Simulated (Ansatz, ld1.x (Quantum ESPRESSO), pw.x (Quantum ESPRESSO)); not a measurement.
## What a changed setting does to a pw.x run (fcc Al)

Potential: norm-conserving Troullier–Martins (Kleinman–Bylander form), ld1.x (Quantum ESPRESSO) 7.5, PBE; core [Ne], reference 3s2 3p1; waves: 3p (bound): rc 2.10 bohr; 3d channel at -0.05 Ry: rc 2.30 bohr; 3s (bound): rc 2.25 bohr; local part: the s channel; core correction: a·sin(br)/r model core inside 1.45 bohr.

The reference run (k-mesh 14³, cutoffs 50/200 Ry, Fermi–Dirac 0.01 Ry, mixing_beta 0.4, conv_thr 1e-9, no spin) gives -1.16 GPa at 16.527 Å³/atom, where all-electron LAPW gives -0.17 GPa. This run, with its own iteration cap, changes diagonalization to cg.

```
&control
  calculation='scf', prefix='x', pseudo_dir='./', outdir='./tmp', tstress=.true., disk_io='none'
/
&system
  ibrav=0, nat=1, ntyp=1, ecutwfc=50, ecutrho=200, nbnd=8,
  occupations='smearing', smearing='fd', degauss=0.01
/
&electrons
  conv_thr=1e-09, mixing_beta=0.4, electron_maxstep=60, diagonalization='cg'
/
ATOMIC_SPECIES
Al 1.0 Al.UPF
CELL_PARAMETERS angstrom
  0.00000000 2.02172157 2.02172157
  2.02172157 0.00000000 2.02172157
  2.02172157 2.02172157 0.00000000
ATOMIC_POSITIONS crystal
Al 0.0000 0.0000 0.0000
K_POINTS automatic
14 14 14 0 0 0
```

```bash
pw.x < Al.scf.in > Al.scf.out
```

**Question.** How does the run end?

**Answer.** It converges in 8 iterations; the free energy moves by +0.0 meV/atom and the pressure by +0.00 GPa. The result is that of the reference run.

```
Message from routine setup:
     using ibrav=0 with symmetry is DISCOURAGED, use correct ibrav instead
     lattice parameter (alat)  =       5.4030  a.u.
     unit-cell volume          =     111.5297 (a.u.)^3
     number of electrons       =         3.00
     number of Kohn-Sham states=            8
     kinetic-energy cutoff     =      50.0000  Ry
     charge density cutoff     =     200.0000  Ry
     scf convergence threshold =      1.0E-09
     Exchange-correlation= PBE
     number of k points=   104  Fermi-Dirac smearing, width (Ry)=  0.0100
     iteration #  1     ecut=    50.00 Ry     beta= 0.40
     total energy              =      -4.87449003 Ry
     estimated scf accuracy    <       0.00678294 Ry
     iteration #  2     ecut=    50.00 Ry     beta= 0.40
     total energy              =      -4.87368675 Ry
     estimated scf accuracy    <       0.00223257 Ry
     iteration #  3     ecut=    50.00 Ry     beta= 0.40
     total energy              =      -4.87376647 Ry
     estimated scf accuracy    <       0.00000408 Ry
     [... 2 iterations left out ...]
     iteration #  6     ecut=    50.00 Ry     beta= 0.40
     total energy              =      -4.87376979 Ry
     estimated scf accuracy    <       0.00000002 Ry
     iteration #  7     ecut=    50.00 Ry     beta= 0.40
     total energy              =      -4.87376979 Ry
     estimated scf accuracy    <          1.2E-09 Ry
     iteration #  8     ecut=    50.00 Ry     beta= 0.40
     the Fermi energy is     7.8838 ev
!    total energy              =      -4.87376979 Ry
     estimated scf accuracy    <          4.7E-10 Ry
     smearing contrib. (-TS)   =      -0.00208111 Ry
     The total energy is F=E-TS. E is the sum of the following terms:
     one-electron contribution =       2.92433209 Ry
     hartree contribution      =       0.00746710 Ry
     xc contribution           =      -2.40317923 Ry
     ewald contribution        =      -5.40030864 Ry
     convergence has been achieved in   8 iterations
          total   stress  (Ry/bohr**3)                   (kbar)     P=      -11.56
     Message from routine punch:
     Nothing written, as per user request (disk_io='none')
```

The run took about 8.7 s on one core of a shared host (Neoverse-V1, 32 threads, 247 GiB, load 18).
